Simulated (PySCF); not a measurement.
Gas-phase reaction: 4 SiCl3 + Si2H5 → 5 SiHCl2 + SiCl2

Computed with PySCF and rigid-rotor harmonic-oscillator thermochemistry at 1 bar. † marks an energy on the PBE0/def2-TZVP geometry and frequencies; other levels use their own. MP2 freezes the core. 6-31G* has spherical d functions here. Open shells (unrestricted): SiCl3 (multiplicity 2), Si2H5 (multiplicity 2), SiHCl2 (multiplicity 2); the rest are closed-shell singlets. Si2H5, SiHCl2: computed as isolated molecules; such fragments, hydroxides, amides, oligomers or adducts are transient or little studied in the gas. MP2 isn't extrapolated to the basis-set limit.

PBE/def2-TZVP† gives ΔH°(298 K) = 150 kJ.

What do MP2/def2-SVP†, HF/6-31G*, PBE0/def2-TZVP give?

MP2/def2-SVP†: 169 kJ; HF/6-31G*: 114 kJ; PBE0/def2-TZVP: 160 kJ. For scale, ΔH°(298 K) is 150 kJ at this level, 145 kJ at ωB97M-V/def2-TZVP†, and runs from 22 to 184 kJ over the 20 levels computed.
